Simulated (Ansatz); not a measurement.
**Al₂HO (sextet): wave-function methods side by side, cc-pVDZ**

Aim: climb from Hartree-Fock through coupled cluster and multireference methods for Al₂HO (sextet) at one geometry and basis, and see what each rung misses.

Method: cc-pVDZ, core rule «outside noble gas», up to 11 orbitals frozen; program: Ansatz 0.2.0, Gaussian basis.

Plan: UHF; CCSD(T) on ROHF; CCSD(T) on UHF; BCCD(T) on ROHF; CISD; CCSDT(Q) on ROHF; CCSDT(Q) on UHF; CASSCF and MRCISD+Q, 13 electrons in 11 orbitals; CASSCF and NEVPT2, 13 electrons in 11 orbitals.

24 further runs of the same task are left out: 9 that didn't finish, 15 set aside as unsound or not needed.

### Step 1. The system

The geometry is a PBE0/def2-TZVP stationary point (not a proven minimum) of the parent state, kept for this charge and spin.

4 atoms, charge 0, spin multiplicity 6.

Atoms are counted from 1 here; the program's logs count them from 0.

Bond lengths: Al1–Al2 2.344 Å, Al2–O3 1.647 Å, O3–H4 0.946 Å. Angles: Al1–Al2–O3 180.0°, Al2–O3–H4 180.0°.

### Step 2. UHF

in.yaml reads:

```yaml
crystal:
  periodic: [false, false, false]
  atoms:
    - {symbol: Al, position_ang: [0.000000, 0.000000, -2.818500]}
    - {symbol: Al, position_ang: [0.000000, 0.000000, -0.474100]}
    - {symbol: O, position_ang: [0.000000, 0.000000, 1.173400]}
    - {symbol: H, position_ang: [0.000000, 0.000000, 2.119200]}
basis:
  gaussian: {orbitals: cc-pVDZ}
magnetization: {spin_polarized: true, initial_magnetization: 5}
hamiltonian: {xc: hf}
output: {orbitals: {seedname: orbitals}}
```

Command:

```bash
> ansatz run in.yaml --threads 1 --pin off --events-out ev --progress --plain --max-ram 2393MiB
```

Further steps of the session: CCSD(T) on ROHF; CCSD(T) on UHF; BCCD(T) on ROHF; CISD; CCSDT(Q) on ROHF; CCSDT(Q) on UHF; CASSCF and MRCISD+Q, 13 electrons in 11 orbitals; CASSCF and NEVPT2, 13 electrons in 11 orbitals.

**Question.** What will the summary of the whole plan be? Wanted: UCCSDT(Q) below the RHF energy; RMP2 from UCCSDT(Q); UMP2 from UCCSDT(Q); RCCSD from UCCSDT(Q); RCCSD(T) from UCCSDT(Q); UCCSD(T) from UCCSDT(Q); RCCSDT(Q) from UCCSDT(Q); T1 diagnostic.

As calculated:

```
                         quantity                               value
   UCCSDT(Q) below the RHF energy                          -7.1896 eV
              RMP2 from UCCSDT(Q)                          +633.5 meV
              UMP2 from UCCSDT(Q)                          +621.7 meV
             RCCSD from UCCSDT(Q)                          +222.9 meV
          RCCSD(T) from UCCSDT(Q)                           +45.6 meV
          UCCSD(T) from UCCSDT(Q)                           +44.4 meV
         RCCSDT(Q) from UCCSDT(Q)                            +4.4 meV
levels within 1 kcal/mol (43 meV)  BCCD(T), RCCSDT, UCCSDT, RCCSDT(Q)
                    T1 diagnostic                               0.022
```

**Reading.** RCCSD(T) misses by +45.6 meV, 0.6 % of the correlation energy. These misses are within one basis, not against nature; the frozen cores of restricted and unrestricted runs differ, which can shift their rows.
